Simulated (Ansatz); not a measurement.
Born–Oppenheimer molecular dynamics of CH4NO (7 atoms, charge -1, multiplicity 1). It starts from a relaxed structure.

Method: RKS PBE0-D4/cc-pVDZ (Ansatz 0.2.0).

```
ensemble        : NVT, Langevin thermostat
time step       : 1 fs
steps asked     : 150
set temperature : 300 K
friction        : 1 /fs
seed            : 699009
```

First frame:

```xyz
7
Properties=species:S:1:pos:R:3
N -0.377 0.242 -0.831
C 0.531 0.275 0.350
O 0.445 -1.115 0.906
H -0.233 1.119 -1.337
H -1.395 0.245 -0.586
H -0.015 0.811 1.187
H 1.044 -1.576 0.311
```

How far do the bonds stretch over the last three quarters of this one trajectory? (Pairs bonded in most of those frames.)


```tsv
bond	mean (Å)	spread (Å)	shortest	longest
N1–C2	1.464	0.024	1.42	1.51
N1–H4	1.019	0.028	0.97	1.10
N1–H5	1.044	0.024	0.98	1.10
C2–O3	1.539	0.012	1.51	1.57
C2–H6	1.133	0.037	1.06	1.26
O3–H7	0.966	0.024	0.92	1.01
```

Mean temperature of the second half: 271 K. A run of 0.15 ps of so small a system gives no equilibrium averages. The friction is so strong that the motion is overdamped, so the time scale means little. Limits of this set-up: an anion without diffuse functions.

The run took 3.9 min on 1 thread of Arm Neoverse V1 (shared host), peak memory 0.1 GiB.
